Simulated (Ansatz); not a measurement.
# Ligand exchange: C2H3N + BH2(OH) → HOCN + BH2(CH3)

Species: C2H3N (acetonitrile) `CC#N`, singlet; BH2(OH), singlet; HOCN `N#CO`, singlet; BH2(CH3), singlet. The partners trade CH3 for OH: C–CH3 and B–OH bonds give way to C–OH and B–CH3.

Shapes, held fixed at every level: PBE0-D4/def2-TZVP. Programs: Ansatz 0.2.0. The zero-point and thermal change to 298 K, harmonic and unscaled (PBE0-D4/def2-TZVP), is -7.5 kJ/mol.

```csv
level,kind,ΔH(298 K) (kJ/mol),less CCSD(T)/CBS estimate,CPU time (sum over the molecules)
HF/def2-TZVPP,Hartree–Fock,+215.6,-1.3,–
SPW92/def2-TZVPP,LDA,+199.9,-17.0,7.6 s
B3LYP-D4/def2-TZVPP,global hybrid,+209.8,-7.1,14 s
PBE0-D4/def2-TZVPP,global hybrid,+202.6,-14.3,11 s
wB97M-V/def2-TZVPP,range-separated hybrid,+211.3,-5.6,28 s
CCSD(T)/def2-SVP,coupled cluster or CI,+222.4,+5.5,6.5 s
CCSD(T)/CBS estimate,coupled cluster or CI,+216.9,0.0,5.1 min
```

The highest level, CCSD(T)/CBS estimate, gives ΔH(298 K) = +216.9 kJ/mol; the levels span +199.9 to +222.4. The column of differences is taken from that level and isn't an error. No measured value is set beside it here. The CBS estimate extrapolates MP2 from def2-TZVPP and def2-QZVPP and adds CCSD(T) − MP2 in the triple-zeta set, cores frozen. Times are processor times on shared x86 and Arm servers, and rough.
